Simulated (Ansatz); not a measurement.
Kohn–Sham single points on `CC1(F)C=N1`.

```yaml
crystal:
  periodic: [false, false, false]
  atoms:
    - {symbol: C, position_ang: [0.982358, -0.027527, 0.579077]}
    - {symbol: C, position_ang: [-0.094385, 0.142178, -0.437223]}
    - {symbol: F, position_ang: [0.439111, 0.307768, -1.689887]}
    - {symbol: C, position_ang: [-1.454580, -0.266017, -0.363658]}
    - {symbol: N, position_ang: [-1.283670, 0.969407, -0.179136]}
    - {symbol: H, position_ang: [1.585152, -0.909518, 0.354412]}
    - {symbol: H, position_ang: [1.636902, 0.846890, 0.571754]}
    - {symbol: H, position_ang: [0.550854, -0.136772, 1.573419]}
    - {symbol: H, position_ang: [-2.273244, -0.972711, -0.425859]}
basis:
  gaussian: {orbitals: def2-TZVPP}
hamiltonian: {xc: {name: B3LYP}, dispersion: d4}
output: {forces: true, orbitals: {seedname: orbitals}}
```

```sh
$ ansatz run in.yaml --threads 2 --pin off --events-out ev --progress --plain --max-ram 4352MiB
```

Output, abridged:

```
Functional definition: B3LYP
1087 factors; their error is unknown
mean field evaluation 1: about -7376.7314 eV, gradient 5.9e1 eV
mean field evaluation 2: about -7373.3115 eV, gradient 6.9e1 eV
mean field evaluation 4: about -7384.0305 eV, gradient 3.7e0 eV
mean field evaluation 8: about -7384.0570 eV, gradient 5.0e-2 eV
mean field evaluation 16: about -7384.0541 eV, gradient 6.0e-4 eV
mean field -7384.05405900 eV, -271.3589815766 hartree, gradient 3.7e-6 eV, S^2 0.000000; 0 other end points of the search recorded, 0 dependent functions left out
reference -7384.05428886 eV, -271.3589900237 hartree; 19, 19 occupied and 192, 192 virtual orbitals, 1087 factors
Total energy: -7384.29249269 eV, -271.3677438532 hartree
Atom 0 at     0.982358    -0.027527     0.579077 Å, force     0.150622    -0.022623     0.138469 eV/Å
Atom 1 at    -0.094385     0.142178    -0.437223 Å, force     0.046684    -0.147729     0.216284 eV/Å
Atom 2 at     0.439111     0.307768    -1.689887 Å, force     0.180051     0.049335    -0.407141 eV/Å
Atom 3 at    -1.454580    -0.266017    -0.363658 Å, force    -0.190030    -0.125602    -0.003108 eV/Å
Atom 4 at    -1.283670     0.969407    -0.179136 Å, force    -0.231768     0.204098     0.060643 eV/Å
Atom 5 at     1.585152    -0.909518     0.354412 Å, force    -0.018316     0.039687     0.021949 eV/Å
Atom 6 at     1.636902     0.846890     0.571754 Å, force    -0.019407    -0.042674     0.010915 eV/Å
Atom 7 at     0.550854    -0.136772     1.573419 Å, force     0.035460     0.003551    -0.039337 eV/Å
Atom 8 at    -2.273244    -0.972711    -0.425859 Å, force     0.046705     0.041957     0.001325 eV/Å
Dipole moment:    -0.056278    -0.475426     0.285792 e Å
```

Run time 3.7 s (2 threads of an Intel Xeon Platinum 8488C on a shared host); peak host memory 0.46 GiB.

The same input with `hamiltonian: {xc: r2scan, dispersion: d4}` (abridged; 3.6 s):

```
Functional definition: r2SCAN
mean field evaluation 16: about -7380.1636 eV, gradient 1.4e-2 eV
mean field -7380.16363150 eV, -271.2160110031 hartree, gradient 6.9e-5 eV, S^2 0.000000
Total energy: -7380.19996486 eV, -271.2173462293 hartree
Atom 0 force     0.058593    -0.000838     0.058316 eV/Å
Atom 1 force     0.101621    -0.244655     0.260455 eV/Å
Atom 2 force     0.143664     0.064053    -0.347984 eV/Å
Atom 3 force    -0.058180    -0.403812    -0.046877 eV/Å
Atom 4 force    -0.212823     0.565745     0.100188 eV/Å
Atom 5 force    -0.004330     0.016281     0.002489 eV/Å
Atom 6 force    -0.002048    -0.009721    -0.001535 eV/Å
Atom 7 force     0.007690     0.003051    -0.016961 eV/Å
Atom 8 force    -0.034189     0.009896    -0.008090 eV/Å
Dipole moment:    -0.052627    -0.466301     0.279156 e Å
```

The same input with `hamiltonian: {xc: {name: revPBE}, dispersion: d4}` and no forces (abridged; 1.8 s):

```
Functional definition: revPBE
mean field evaluation 16: about -7381.8726 eV, gradient 9.5e-4 eV
mean field -7381.87259696 eV, -271.2788143253 hartree, gradient 6.1e-5 eV, S^2 0.000000
Total energy: -7382.41204462 eV, -271.2986386611 hartree
```

The same input with `hamiltonian: {xc: pbe0, dispersion: d4}` and no forces (abridged; 2.3 s):

```
Functional definition: PBE0
mean field evaluation 16: about -7375.8849 eV, gradient 7.3e-5 eV
mean field -7375.88493170 eV, -271.0587716856 hartree, gradient 7.3e-5 eV, S^2 0.000000
Total energy: -7376.00796217 eV, -271.0632929718 hartree
```

Changing it to `hamiltonian: {xc: {name: BHLYP}, dispersion: d4}` and no forces (abridged; 2.6 s):

```
Functional definition: BHLYP
mean field evaluation 16: about -7380.0230 eV, gradient 2.7e-4 eV
mean field -7380.02304751 eV, -271.2108446369 hartree, gradient 4.9e-5 eV, S^2 0.000000
Total energy: -7380.18383433 eV, -271.2167534432 hartree
```

Changing it to `hamiltonian: {xc: {name: r2SCAN0}, dispersion: d4}` and no forces (abridged; 3.6 s):

```
Functional definition: r2SCAN0
mean field evaluation 16: about -7379.1829 eV, gradient 1.1e-4 eV
mean field -7379.18289320 eV, -271.1799695353 hartree, gradient 2.1e-5 eV, S^2 0.000000
Total energy: -7379.22437616 eV, -271.1814940058 hartree
```

B3LYP takes the VWN-RPA correlation (the form of Gaussian; ORCA's B3LYP/G).
